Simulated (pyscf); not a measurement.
# Routes from H₂C=CH–SiH₃ (SMILES C=C[SiH3]) + HCl (SMILES Cl)

Candidate steps break at most two bonds and form at most two. Each was searched with GFN2-xTB (tblite) first. Optimised with ωB97X-D3(BJ)/def2-SVP in PySCF. Energies: ωB97M-D3(BJ)/def2-TZVP, kcal/mol, from the separated reactants, singlet surface; ΔG‡ with ideal gas, 1 atm, RRHO with modes under 100 cm⁻¹ raised to 100, one conformer, R ln 2 for chiral ones without a mode under 150 cm⁻¹.

```
products                                                         type   ΔE‡     ΔE  ΔG‡ 298 K  ΔG‡ 900 K  ν‡ (cm⁻¹)
-------------------  ------------------------------------------------  ----  -----  ---------  ---------  ---------
H₂C=CH–SiH₂–Cl + H₂                              four-centre exchange  33.9  -19.2       44.1       65.1       906i
H₃Si–CH₂–CH₂–Cl      addition across a multiple bond or ene-type step  38.4  -20.4       47.1       67.0      1679i
```

Plain bond fissions and candidates not yet searched are not listed, and one of them may be faster. Each barrier is that of the saddle found; lower ones may exist.
